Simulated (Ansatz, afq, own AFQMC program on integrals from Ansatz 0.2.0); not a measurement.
## HO, doublet: AFQMC among the cluster methods

```xyz
2

O     0.0000    0.0000    0.0000
H     0.0000    0.0000    0.8710
```

Basis cc-pVDZ. Only valence electrons are correlated. AFQMC by an in-house program on the Cholesky factors that Ansatz 0.2.0 writes for its CCSD(T) run. ph-AFQMC/CISD is guided by a CISD state made of CCSD amplitudes; releasing the constraint for a short imaginary time cuts its bias at the price of noise, slowly where states lie close. Uncertainties: one standard error, sampling alone.

Determinant: UHF, the one that the program's search chose, which needn't be the lowest solution. The geometry is a point of a scan.

Full CI on the same integrals is exact in this basis and with this determinant's frozen core.

Cautions: the released energies have errors that jump between times, so the bars are unsure, so no released level is given (meV from the phaseless value at times in 1/Eh: -0.2 ± 0.4 at 0.24, -1.3 ± 0.3 at 0.51, -1.3 ± 0.7 at 0.99, 12 ± 15 at 1.62, -1.8 ± 0.8 at 2.40), though the last usable value meets full CI within the noise.

* T1 diagnostic: 0.0046
* weight of the determinant in the CISD state: 0.961
* ⟨S²⟩ of the determinant: 0.754
* size of the correlated space: 7 electrons in 18 orbitals

Reference: full CI, correlation energy -4.403 eV.

```json
{"level": "HF", "E − E(reference) (meV)": "4402.6", "share of correlation (%)": "0.00"}
{"level": "MP2", "E − E(reference) (meV)": "439.4", "share of correlation (%)": "90.02"}
{"level": "CCSD", "E − E(reference) (meV)": "52.6", "share of correlation (%)": "98.81"}
{"level": "CCSD(T)", "E − E(reference) (meV)": "10.5", "share of correlation (%)": "99.76"}
{"level": "CCSDT", "E − E(reference) (meV)": "6.1", "share of correlation (%)": "99.86"}
{"level": "CCSDT(Q)", "E − E(reference) (meV)": "0.4", "share of correlation (%)": "99.99"}
{"level": "CCSDTQ", "E − E(reference) (meV)": "0.1", "share of correlation (%)": "100.00"}
{"level": "ph-AFQMC/CISD", "E − E(reference) (meV)": "1.6 ± 1.0", "share of correlation (%)": "99.96"}
```

CCSDT and higher add their correlation energy to the determinant of the CCSD(T) run, since their own runs factorise the integrals more tightly (a shift of under 2 meV). A walk keeps the symmetry of its determinant, which the program's search chose and which needn't be the lowest solution, so a lower state of the same spin and another symmetry isn't excluded.
